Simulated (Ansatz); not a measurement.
Ideal-gas functions of C$_{3}$H$_{2}$F$_{2}$S, SMILES `FC1=CC(F)S1` at 800 K and 1 bar, from an Ansatz frequency run at PBE0-D4/def2-TZVP.

Molar mass 108.11 g/mol, point group C1 (symmetry number 1), electronic degeneracy 1, moments of inertia 84.816, 220.691, 287.575 u Å². Harmonic wavenumbers (cm⁻¹, unscaled): 148, 303, 381, 477, 548, 592, 737, 757, 781, 1001, 1078, 1153, 1254, 1264, 1360, 1724, 3109, 3266.

Use S(trans) = R[1.5 ln M + 2.5 ln T − 1.1517]; rotational temperatures θ = 24.2544 K / I; S(rot) = R[ln(√π/σ · √(T³/θAθBθC)) + 1.5]; for each mode x = 1.438777 ν̃/T, S = R[x/(eˣ − 1) − ln(1 − e⁻ˣ)] and H = RT x/(eˣ − 1); 1 cm⁻¹ = 0.0119627 kJ/mol; R = 8.31446 J/(mol·K).

Question: By hand: the entropy, in J/(mol·K).

Answer: Translation 187.8. Rotation: θ = 0.286, 0.1099, 0.0843 K, giving 125.3. Vibration, mode by mode: 19.34, 13.46, 11.62, 9.84, 8.76, 8.18, 6.55, 6.36, 6.14, 4.47, 4.00, 3.60, 3.12, 3.07, 2.68, 1.60, 0.21, 0.16, in all 113.2. Electronic 0.0. Sum 426.3 J/(mol·K).

Question: By hand: H − E and G − E in kJ/mol, counted from the electronic energy.

Answer: Zero-point energy ½ × 19933 × 0.0119627 = 119.2; thermal vibration 49.4; translation, rotation and pV give 4 RT = 26.6. H − E = 195.2 kJ/mol, and G − E = 195.2 − 800 × 426.3/1000 = -145.8 kJ/mol.

Vibration gives 27 % of the entropy, 19.3 J/(mol·K) of it from the mode under 150 cm⁻¹: soft modes count most, and the harmonic formula is weakest for them. The sum counts one conformer and one mirror image; others add a mixing term.
